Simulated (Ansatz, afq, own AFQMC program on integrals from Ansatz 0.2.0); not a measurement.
# Atomization energy of AlNH2, triplet, worked out

```xyz
4

Al    0.0000   -0.0849    0.6205
N     0.0000    0.0356   -1.1435
H     0.0000    1.3500    1.3538
H     0.0000    0.4271   -2.0731
```

Connectivity, by distances: AlH–NH.

Basis cc-pVDZ. Only valence electrons are correlated. AFQMC by an in-house program on the Cholesky factors that Ansatz 0.2.0 writes for its CCSD(T) run. ph-AFQMC/CISD is guided by a CISD state made of CCSD amplitudes; releasing the constraint for a short imaginary time cuts its bias at the price of noise, slowly where states lie close. Error bars are statistical, one sigma.

Total energies in eV. CBS is CCSD(T) at the limit of def2-TZVPP/QZVPP (extrapolated itself); the highest rung of each member is named.

Cautions: AlNH₂ (triplet): another spin lies lower, the released energies move by 1.5 errors or more from one time to the next, so no released level is given (meV from the phaseless value at times in 1/Eh: -3 ± 3 at 0.24, -9.5 ± 2.3 at 0.51, -8 ± 3 at 0.99, -7.6 ± 2.1 at 1.62, -12 ± 3 at 2.40), though the last usable value meets CCSDT(Q) within the noise.

```json
{"member": "Al (doublet)", "count": "+1", "CCSD(T)/cc-pVDZ": "-6583.0131", "highest rung in cc-pVDZ": "-6583.0229", "which": "FCI", "CCSD(T)/CBS": "-6583.4221"}
{"member": "N (quartet)", "count": "+1", "CCSD(T)/cc-pVDZ": "-1482.4355", "highest rung in cc-pVDZ": "-1482.4402", "which": "FCI", "CCSD(T)/CBS": "-1483.8573"}
{"member": "H (doublet)", "count": "+2", "CCSD(T)/cc-pVDZ": "-13.5861", "highest rung in cc-pVDZ": "-13.5861", "which": "FCI", "CCSD(T)/CBS": "-13.6059"}
{"member": "AlNH₂, triplet", "count": "-1", "CCSD(T)/cc-pVDZ": "-8100.1910", "highest rung in cc-pVDZ": "-8100.2337", "which": "CCSDT(Q)", "CCSD(T)/CBS": "-8103.5203"}
```

Work out the best estimate of the atomization energy: the CCSD(T)/CBS difference plus the step from CCSD(T) to the highest rung.

Sums with the counts: CCSD(T)/CBS 9.0291 eV, highest rung 7.5984 eV, CCSD(T)/cc-pVDZ 7.5702 eV. The step is 7.5984 − 7.5702 = 0.0282 eV, so the best estimate is 9.0291 + (0.0282) = 9.0573 eV = 873.9 kJ/mol. The basis set is worth 1.459 eV of it. Zero-point, core-correlation and spin–orbit terms aren't in it. Past Ne the Hartree–Fock part of each CBS total tends to overshoot, since the cores don't follow the formula; that largely cancels in the difference.

Best estimates are given only where the step beyond CCSD(T) is under 0.3 eV and no member's determinant is very poor (T1 over 0.05, or 0.07 for open shells, ⟨S²⟩ too high by 0.3, two states mixed), so the hardest cases are missing from such tables.

CCSDT and higher add their correlation energy to the determinant of the CCSD(T) run, since their own runs factorise the integrals more tightly (a shift of under 2 meV). Each member of a difference takes its own highest rung, so a best estimate needn't equal the limit plus the step of one row.
